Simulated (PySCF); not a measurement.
Compound: thioxoethenylidene, C2S (triplet state).
Geometry (PBE0-D3(BJ)/def2-SVP, Å), atoms numbered from 1 in this order:
```xyz
3
C2S angstrom
C     -1.360    0.250    0.267
C     -0.079    0.070    0.009
S      1.445   -0.143   -0.295
```

As a line formula: `[C]=C=S` (thioxoethenylidene) [triplet].

Level of theory: PySCF, UKS B3LYP, IGLO-III on C S, non-relativistic, mean-field spin-orbit, GIAO. Spin–spin part from the singly occupied natural orbitals, spin–orbit part to second order with van Wüllen's prefactor. Geometry: PBE0-D3(BJ)/def2-SVP; no solvent, vibrations or thermal averaging.

(1) Give D and E of this S = 1 state, with their spin–spin and spin–orbit parts.

(2) What is D as a frequency, a field and a temperature?

(3) What are the three sublevel energies at zero field and the gaps between them?

(4) How are these sublevels filled in thermal equilibrium at 20 K and zero field?

(5) Where do the strong lines fall at 9.399 GHz with the field along each axis of D (isotropic g = 2.0033, hyperfine left aside, microwave field at right angles)?

Answers

(1) D = +4.539 cm⁻¹ and E = 0.000 cm⁻¹, with E given the sign of D (E/D = 0.00; 0 is axial, 1/3 the rhombic limit). Point group C∞v requires E = 0. Diagonalised alone, the spin–spin tensor gives D = +0.255, E = 0.000 and the spin–orbit tensor D = +4.284, E = 0.000 cm⁻¹; in size the spin–orbit D is 17 times the other. The largest Mulliken spin populations are on C1 (+0.95), S3 (+0.94) and C2 (+0.11).

(2) D = +136.07 GHz = +4853 mT (with g_iso = 2.0033) = +6.530 K = +562.7 μeV.

(3) With H = D(Sz² − 2/3) + E(Sx² − Sy²): Tz at -3.026 cm⁻¹, Tx at +1.513 cm⁻¹, Ty at +1.513 cm⁻¹. The gaps are |D| − |E| = 136.07 GHz, |D| + |E| = 136.07 GHz and 2|E| = 0.00 GHz.

(4) kT = 13.90 cm⁻¹, so the Boltzmann shares are Tz 40.9 %, Tx 29.5 %, Ty 29.5 %.

(5) From exact diagonalisation up to 10500 mT, keeping lines above a fifth of the strength of a high-field Δm = ±1 line:

| field along | resonance fields (mT) |
| --- | --- |
| x | 1319 |
| y | 1319 |
| z | 4518, 5188 |

Without D the line would be at 335 mT. The microwave quantum is 0.314 cm⁻¹, against |D| + |E| = 4.539 cm⁻¹.

Natural occupations around the open shell: 1.996, 1.000, 1.000, 0.004. The unrestricted determinant has ⟨S²⟩ = 2.0187 (exact 2.0000), so spin contamination is small.

Principal g values: 2.0022, 2.0039, 2.0039.

Hardware: one thread of an Arm Neoverse V2, shared host. Cost: 12 s wall (grids of density and orbitals included), 0.36 GiB resident at most.
